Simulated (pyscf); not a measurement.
`[BH2][SiH3]` + `[OH2]` -> `[BH2][OH]` + `[SiH4]`, a four-centre exchange (singlet surface; B–Si, H–O broken, B–O, H–Si formed). Structures and frequencies: ωB97X-D3(BJ)/def2-SVP in PySCF. MP2 and CC: frozen core, UHF for open shells. ΔMP2 is the change of the MP2 total energy from the triple- to the quadruple-zeta basis. Energies in kcal/mol from the separated reactants.

Small-basis levels: PySCF, no dispersion term, spherical d functions. AM1 to PM7: differences of heats of formation from MOPAC, which are fitted to 298 K values and so differ in kind from electronic energies by zero-point and thermal terms. GFN2-xTB: tblite. 

```csv
level,barrier,reaction energy
SVWN5/6-31G*,-20.0,-49.5
M06-2X/6-31G*,3.4,-47.8
B3LYP/6-311+G**,(withheld),-40.4
B3LYP/def2-SVP,2.1,-49.2
GFN2-xTB,10.9,-51.2
PM3,-1.1,-45.9
PM7,17.1,-25.2
CCSD(T)/def2-TZVPP + ΔMP2(QZVPP),(withheld),-39.7
```

Complete the blanks.


- B3LYP/6-311+G**, barrier: 11.9
- CCSD(T)/def2-TZVPP + ΔMP2(QZVPP), barrier: 9.8

Against the last row the barrier runs from -29.9 (SVWN5/6-31G*) to +7.3 kcal/mol (PM7); GFN2-xTB happens to lie closest here (1.1 kcal/mol apart). At SVWN5/6-31G*, PM3 this geometry lies under one side, so the entry may be no barrier of that level: it is a single point on another level's saddle. CCSD(T)/def2-TZVPP + ΔMP2(QZVPP) has limits of its own. On the reactant side the descent ends in an adduct with a B–O contact, 17.8 kcal/mol under the separated species and 24.8 kcal/mol under the saddle at ωB97X-D3(BJ)/def2-TZVP. What is counted as formed (B–O) is already present as a longer contact in the reactant adduct; forming that adduct is a step of its own. At ωB97X-D3(BJ)/def2-TZVP the barrier from the zero used here is 7.1 kcal/mol. This is the saddle that the search found; another between the same sides may lie lower. The CCSD(T) − MP2 part came from Ansatz, without density fitting, on the same reference.
